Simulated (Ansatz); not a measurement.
Total energies of CH6AlN.

```xyz
9

N    -0.1405   -0.6994   -0.5793
C    -0.5266   -0.1858    0.8028
Al    0.6991    1.0465   -0.0861
H    -0.9188   -0.7750   -1.2190
H     0.3609   -1.5763   -0.5636
H    -0.2136   -0.8884    1.5710
H    -1.5989   -0.0174    0.8599
H     0.0807    2.2281   -0.9495
H     2.2577    0.8676    0.1638
```

The species carries charge 0 and has multiplicity 1. The bonds changed during the relaxation, so this is another structure than the one it started from. Geometry: relaxed with PBE0-D4/def2-TZVP. It is one conformer, not always the lowest. Basis def2-TZVPP, the Gaussian-basis code of Ansatz.

RPA on PBE orbitals: Hartree–Fock energy of these orbitals -337.72301 Eh, correlation -0.83411 Eh (frozen core).

```tsv
functional	energy without D4 (Eh)	D4 term (kJ/mol)
LDA (SPW92)	-337.01462	–
PBE	-338.65710	-13.1
BLYP	-338.88097	-29.6
B97M-V	-338.86492	–
r2SCAN0	-338.82557	-3.6
HSE06 (plane-wave form)	-338.68231	-10.1
BHLYP	-338.86766	-15.7
CAM-B3LYP	-338.88337	-10.9
ωB97X-V	-338.85816	–
ωB97M-V	-338.85546	–
```

Problem. Give the same for revPBE, r2SCAN, PBE0, B3LYP, r2SCANh, LC-ωPBE, B2PLYP, PBE-QIDH. (An estimate is asked.)

Solution. The calculation gave: 
```tsv
functional	energy without D4 (Eh)	D4 term (kJ/mol)
revPBE	-338.84173	-43.4
r2SCAN	-338.84017	-3.1
PBE0	-338.69423	-10.9
B3LYP	-338.95747	-21.3
r2SCANh	-338.83408	-3.2
LC-ωPBE	-338.79003	–
B2PLYP	-338.72322	–
PBE-QIDH	-338.59375	–
```

B3LYP takes the VWN-RPA correlation (the form of Gaussian; ORCA's B3LYP/G). HSE06 is the plane-wave form, built on full-range PBE exchange. The double hybrids freeze the cores in their second-order part.

LC-ωPBE has ω = 0.4 bohr⁻¹.
